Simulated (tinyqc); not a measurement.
Worked calculation: CCSD on RHF in the sto-3g basis, for H3O+, spin multiplicity 1. One step of it, computed by the program tinyqc.

Problem. CCSD: starting amplitudes. t_ij^ab = <ij||ab> / (e_i + e_j - e_a - e_b), whose energy is MP2.

orbital energies (hartree): [-20.799050, -1.678390, -0.999901, -0.999875, -0.849547, -0.003226, 0.189590, 0.189706]

Two-electron integrals over orbitals (pq|rs), unique and non-zero (hartree):
```
(11|11) 4.745528    (21|11) -0.431764   (21|21) 0.062072    (22|11) 1.026874
(22|21) -0.015882   (22|22) 0.721982    (31|31) 0.013614    (32|31) 0.020501
(32|32) 0.133291    (33|11) 0.839841    (33|21) -0.006383   (33|22) 0.641798
(33|33) 0.638662    (41|11) -0.000069   (41|21) 0.000008    (41|22) -0.000008
(41|33) -0.002212   (41|41) 0.013614    (42|11) 0.000034    (42|21) -4.31e-06
(42|22) -0.000022   (42|33) -0.033371   (42|41) 0.020500    (42|42) 0.133273
(43|31) -0.002208   (43|32) -0.033367   (43|43) 0.040858    (44|11) 0.839810
(44|21) -0.006383   (44|22) 0.641761    (44|33) 0.556918    (44|41) 0.002214
(44|42) 0.033397    (44|44) 0.638633    (51|11) -0.073233   (51|21) 0.008832
(51|22) -0.007797   (51|33) -0.002356   (51|41) 2.16e-06    (51|42) 4.85e-08
(51|44) -0.002357   (51|51) 0.026330    (52|11) 0.046011    (52|21) -0.004354
(52|22) -0.005500   (52|33) 0.004729    (52|41) -5.34e-08   (52|42) 1.11e-06
(52|44) 0.004724    (52|51) 0.031269    (52|52) 0.146819    (53|31) 0.002169
(53|32) 0.000570    (53|43) 0.004952    (53|53) 0.033158    (54|11) 0.000029
(54|21) -1.32e-06   (54|22) 0.000010    (54|33) 0.004962    (54|41) 0.002168
(54|42) 0.000563    (54|44) -0.004944   (54|51) 4.97e-06    (54|52) 0.000020
(54|54) 0.033158    (55|11) 1.097047    (55|21) -0.012621   (55|22) 0.743880
(55|33) 0.637670    (55|41) -1.62e-06   (55|42) 0.000019    (55|44) 0.637650
(55|51) 0.008197    (55|52) 0.060544    (55|54) 0.000024    (55|55) 0.867111
(61|11) -0.264747   (61|21) 0.038739    (61|22) -0.008860   (61|33) -0.003806
(61|41) 0.000014    (61|42) 0.000011    (61|44) -0.003803   (61|51) 0.000050
(61|52) -0.009390   (61|54) -3.86e-07   (61|55) -0.009680   (61|61) 0.025382
(62|11) 0.312967    (62|21) -0.009639   (62|22) 0.136747    (62|33) 0.091483
(62|41) 0.000007    (62|42) 0.000045    (62|44) 0.091469    (62|51) -0.009348
(62|52) -0.018916   (62|54) 0.000009    (62|55) 0.151546    (62|61) -0.004180
(62|62) 0.071986    (63|31) 0.005911    (63|32) -0.013759   (63|43) 0.027886
(63|53) 0.006488    (63|63) 0.057485    (64|11) 0.000276    (64|21) -0.000006
(64|22) 0.000137    (64|33) 0.027994    (64|41) 0.005907    (64|42) -0.013810
(64|44) -0.027796   (64|51) -7.04e-07   (64|52) 0.000016    (64|54) 0.006502
(64|55) 0.000148    (64|61) 5.85e-08    (64|62) 0.000077    (64|64) 0.057576
(65|11) -0.102949   (65|21) 0.000081    (65|22) -0.059229   (65|33) -0.033568
(65|41) 2.83e-06    (65|42) 0.000017    (65|44) -0.033546   (65|51) 0.015388
(65|52) 0.051924    (65|54) 0.000018    (65|55) -0.053975   (65|61) -0.003273
(65|62) -0.038103   (65|64) -0.000036   (65|65) 0.037472    (66|11) 0.612331
(66|21) -0.006365   (66|22) 0.494614    (66|33) 0.477958    (66|41) 0.000012
(66|42) 0.000119    (66|44) 0.478079    (66|51) -0.010652   (66|52) -0.038186
(66|54) -0.000023   (66|55) 0.480620    (66|61) -0.001767   (66|62) 0.041032
(66|64) -0.000056   (66|65) -0.026445   (66|66) 0.451665    (71|11) -0.000212
(71|21) 0.000033    (71|22) -1.93e-06   (71|33) 0.002154    (71|41) -0.015231
(71|42) -0.021861   (71|44) -0.002164   (71|51) 1.92e-06    (71|52) -4.72e-06
(71|54) -0.002442   (71|55) -0.000007   (71|61) 0.000011    (71|62) -0.000013
(71|64) -0.006269   (71|65) -4.12e-06   (71|66) -0.000017   (71|71) 0.017063
(72|11) 0.000277    (72|21) -0.000007   (72|22) 0.000130    (72|33) -0.008884
(72|41) -0.015202   (72|42) -0.055545   (72|44) 0.009029    (72|51) -0.000005
(72|52) -2.91e-06   (72|54) -0.011447   (72|55) 0.000135    (72|61) -0.000013
(72|62) 0.000029    (72|64) -0.034747   (72|65) -0.000030   (72|66) 0.000033
(72|71) 0.016315    (72|72) 0.055530    (73|31) -0.002362   (73|32) -0.035233
(73|43) 0.005590    (73|53) 0.005392    (73|63) 0.028185    (73|73) 0.033268
(74|11) -0.374825   (74|21) 0.007072    (74|22) -0.174931   (74|33) -0.132613
(74|41) 0.002369    (74|42) 0.035191    (74|44) -0.121493   (74|51) -0.000224
(74|52) -0.024738   (74|54) -0.005397   (74|55) -0.197385   (74|61) 0.004594
(74|62) -0.082376   (74|64) -0.028245   (74|65) 0.027796    (74|66) -0.034564
(74|71) -0.002773   (74|72) 0.000416    (74|74) 0.151590    (75|11) -0.000031
(75|21) -3.69e-07   (75|22) -0.000015   (75|33) 0.009026    (75|41) -0.003788
(75|42) -0.024887   (75|44) -0.009051   (75|51) 0.000013    (75|52) 0.000047
(75|54) -0.021773   (75|55) -0.000009   (75|61) -0.000006   (75|62) -0.000024
(75|64) 0.012896    (75|65) 0.000008    (75|66) -0.000046   (75|71) 0.004201
(75|72) 0.007425    (75|74) -0.009897   (75|75) 0.025827    (76|11) -0.000041
(76|21) 6.51e-07    (76|22) 4.93e-06    (76|33) 0.044616    (76|41) -0.011614
(76|42) -0.094653   (76|44) -0.044663   (76|51) -0.000006   (76|52) -0.000021
(76|54) 0.013109    (76|55) -0.000026   (76|61) -0.000006   (76|62) -0.000014
(76|64) 0.056814    (76|65) -0.000030   (76|66) -0.000172   (76|71) 0.012734
(76|72) 0.006350    (76|74) -0.050250   (76|75) 0.022101    (76|76) 0.122690
(77|11) 0.768418    (77|21) -0.007732   (77|22) 0.566840    (77|33) 0.502451
(77|41) 0.000538    (77|42) 0.029709    (77|44) 0.577625    (77|51) -0.001621
(77|52) 0.003820    (77|54) -0.008537   (77|55) 0.565567    (77|61) -0.004512
(77|62) 0.066007    (77|64) -0.043771   (77|65) -0.020951   (77|66) 0.465461
(77|71) -0.000579   (77|72) 0.018717    (77|74) -0.068858   (77|75) -0.010981
(77|76) -0.061770   (77|77) 0.561662    (81|31) 0.015231    (81|32) 0.021862
(81|43) -0.002153   (81|53) 0.002442    (81|63) 0.006273    (81|73) -0.002769
(81|81) 0.017064    (82|31) 0.015201    (82|32) 0.055530    (82|43) 0.008981
(82|53) 0.011448    (82|63) 0.034754    (82|73) 0.000536    (82|81) 0.016314
(82|82) 0.055530    (83|11) 0.374805    (83|21) -0.007073   (83|22) 0.174894
(83|33) 0.121465    (83|41) 0.002367    (83|42) 0.035248    (83|44) 0.132611
(83|51) 0.000224    (83|52) 0.024735    (83|54) -0.005380   (83|55) 0.197369
(83|61) -0.004591   (83|62) 0.082378    (83|64) -0.028111   (83|65) -0.027775
(83|66) 0.034696    (83|71) -0.002779   (83|72) 0.000573    (83|74) -0.086712
(83|75) -0.009924   (83|76) -0.050338   (83|77) 0.104044    (83|83) 0.151629
(84|31) 0.002370    (84|32) 0.035247    (84|43) -0.005577   (84|53) -0.005385
(84|63) -0.028149   (84|73) -0.031724   (84|81) 0.002778    (84|82) -0.000502
(84|84) 0.033240    (85|31) 0.003788    (85|32) 0.024883    (85|43) -0.009029
(85|53) 0.021775    (85|63) -0.012873   (85|73) -0.009918   (85|81) 0.004201
(85|82) 0.007423    (85|84) 0.009915    (85|85) 0.025822    (86|31) 0.011613
(86|32) 0.094617    (86|43) -0.044573   (86|53) -0.013086   (86|63) -0.056668
(86|73) -0.050318   (86|81) 0.012732    (86|82) 0.006360    (86|84) 0.050296
(86|85) 0.022074    (86|86) 0.122500    (87|31) 0.000566    (87|32) 0.029915
(87|43) -0.037682   (87|53) -0.008559   (87|63) -0.043916   (87|73) -0.017743
(87|81) 0.000603    (87|82) -0.018647   (87|84) 0.017718    (87|85) 0.011018
(87|86) 0.061931    (87|87) 0.048726    (88|11) 0.768443    (88|21) -0.007732
(88|22) 0.566875    (88|33) 0.577715    (88|41) -0.000559   (88|42) -0.029844
(88|44) 0.502396    (88|51) -0.001621   (88|52) 0.003823    (88|54) 0.008563
(88|55) 0.565584    (88|61) -0.004512   (88|62) 0.066027    (88|64) 0.043980
(88|65) -0.020977   (88|66) 0.465291    (88|71) 0.000591    (88|72) -0.018587
(88|74) -0.104101   (88|75) 0.011003    (88|76) 0.061907    (88|77) 0.464631
(88|83) 0.068749    (88|88) 0.561856
```

Give: Starting amplitudes; correlation energy.

Solution.

Starting amplitudes (spin orbitals 1a, 1b, ...; amplitudes related by a flip of all spins are not repeated; the 24 largest):
```
from      to        t
3a 3b  8a 8b  -0.0637
4a 4b  7a 7b  -0.0637
3a 4b  7b 8a  -0.0364
4a 4b  6a 6b  -0.0289
3a 3b  6a 6b  -0.0288
2a 4b  6a 7b   0.0288
2a 3b  6a 8b  -0.0288
3a 4a  7a 8a  -0.0231
5a 5b  6a 6b  -0.0221
2a 2b  6a 6b  -0.0215
2a 4a  6a 7a   0.0166
2a 3a  6a 8a  -0.0166
2a 5b  6a 6b   0.0151
2a 2b  7a 7b  -0.0149
2a 2b  8a 8b  -0.0149
3a 3b  7a 7b  -0.0140
4a 4b  8a 8b  -0.0140
4a 5b  6b 7a   0.0137
3a 5b  6b 8a  -0.0136
3a 4b  7a 8b   0.0133
4a 4b  6a 7b   0.0129
3a 3b  6a 7b  -0.0129
3a 4b  6a 8b   0.0129
3a 4b  6b 8a  -0.0129
```

correlation energy = -0.059161 hartree
